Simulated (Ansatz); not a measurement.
Two isomers of C3H5NO: A = `COC#CN`, B = `N=CC1CO1`.

Gas-phase electronic energies from Ansatz, PBE0-D4/def2-TZVP geometries. CBS: MP2 limit from def2 TZ/QZ plus the TZ coupled-cluster correction, frozen cores. DFT in def2-TZVPP. Each species was taken in one conformer, which may not be the lowest.

Q: Which isomer does CCSD(T)/CBS put lower? Give the gap. (Estimate.)

A: The calculation gave: B, by 108.5 kJ/mol.

Q: Give E(B) − E(A) in kJ/mol with CCSD(T)/def2-SVP, CCSD(T)/def2-TZVPP, PBE0-D4, PBE-D4, B2PLYP, r2SCAN-D4, MP2/def2-TZVPP. (Estimate.)

A: Computed: CCSD(T)/def2-SVP -112.2, CCSD(T)/def2-TZVPP -112.5, PBE0-D4 -108.3, PBE-D4 -107.2, B2PLYP -96.9, r2SCAN-D4 -111.9, MP2/def2-TZVPP -107.8. None reverses the order clearly.

Q: Does the order hold for the free energy at 298.15 K (harmonic terms from PBE0-D4)? (Best estimate.)

A: The calculation gave: Yes: G(B) − G(A) = -101.5 kJ/mol, for one conformer each.

Largest T1 diagnostic: 0.012.

Leaving LDA and LC-ωPBE aside and taking each functional with its dispersion term where it has one, the values, not all of them listed here, spread over 26.6 kJ/mol, from B97M-V to BLYP-D4. LDA lies +8.3 kJ/mol from PBE without D4. At CCSD(T), def2-SVP lies −3.7 kJ/mol from the extrapolated value and def2-TZVPP −4.0 kJ/mol.
